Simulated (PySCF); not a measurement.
# Lithium: a sound run and one with changed settings

Sound run: Li [He] 2s1, Li⁺ 1s2. All numbers are calculated (PySCF 2.14, no relativity, point nucleus, in aug-cc-pVDZ). The sound run starts from symmetry-adapted Hartree-Fock orbitals and uses a fine grid where one is needed.

Changed run: initial guess 1e, at most 50 SCF cycles.

```
species  method  sound run (hartree)  changed run (hartree)  converged
     Li     UHF             -7.43243               -7.43243        yes
     Li    PBE0             -7.46620               -7.46620        yes
     Li    TPSS             -7.48810               -7.48810        yes
    Li⁺     UHF             -7.23612               -7.23612        yes
    Li⁺    PBE0             -7.26175               -7.26175        yes
    Li⁺    TPSS             -7.28606               -7.28606        yes
```

Here the plain start reaches the same solutions.
